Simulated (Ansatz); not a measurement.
`COC(C)(F)Cl` + H–F → `CC(F)(F)Cl` + CH₃OH at 500 K and 1 bar (substitution at a C–O bond).

Calculated with Ansatz (gas phase, PBE0-D4/def2-TZVP geometries, no zero-point term in ΔE). CCSD(T)/CBS adds triple-zeta CCSD(T) − MP2 to the extrapolated MP2 energy (def2 sets, frozen cores). This one scheme is used for every species. Each species was taken in one conformer, which may not be the lowest.

```json
{"species": "`COC(C)(F)Cl`", "CCSD(T)/CBS energy (Eh)": "-752.50251", "H − E (kJ/mol)": "286.7", "S (J/(mol·K))": "411.7"}
{"species": "H–F", "CCSD(T)/CBS energy (Eh)": "-100.39570", "H − E (kJ/mol)": "39.4", "S (J/(mol·K))": "188.7"}
{"species": "`CC(F)(F)Cl`", "CCSD(T)/CBS energy (Eh)": "-737.27590", "H − E (kJ/mol)": "168.8", "S (J/(mol·K))": "356.3"}
{"species": "CH₃OH", "CCSD(T)/CBS energy (Eh)": "-115.61712", "H − E (kJ/mol)": "157.0", "S (J/(mol·K))": "265.4"}
```

H − E and S are ideal-gas, rigid-rotor, harmonic terms from PBE0-D4/def2-TZVP, for one conformer and one mirror image of each species. 1 Eh = 2625.50 kJ/mol, R = 8.31446 J/(mol·K).

Problem. By hand: ΔE, ΔH, ΔS and ΔG.

Solution. ΔE = (-737.27590) + (-115.61712) − (-752.50251) − (-100.39570) = 0.00519 Eh = 13.6 kJ/mol. Δ(H − E) = 168.8 + 157.0 − 286.7 − 39.4 = -0.3, so ΔH = 13.3 kJ/mol. ΔS = 356.3 + 265.4 − 411.7 − 188.7 = 21.3 J/(mol·K). ΔG = 13.3 − 500 × (21.3)/1000 = 2.7 kJ/mol.

Problem. By hand: the equilibrium constant, and the temperature at which ΔG would vanish if ΔH and ΔS stayed fixed.

Solution. log₁₀ K = −ΔG/(RT ln 10) = -0.3. ΔG = 0 at ΔH/ΔS = 624 K.

TΔS isn't small against ΔH here. The sign of ΔG lies within the doubt. A doubt of 5 kJ/mol in ΔE shifts log₁₀ K by 0.5 here. Other conformers and mirror images would add mixing entropy, several J/(mol·K) or more a flexible species. These are equilibria of isolated gas molecules and say nothing of rates. Largest T1 diagnostic: 0.011 (customary marks: 0.02 for closed shells, 0.045 for open ones).
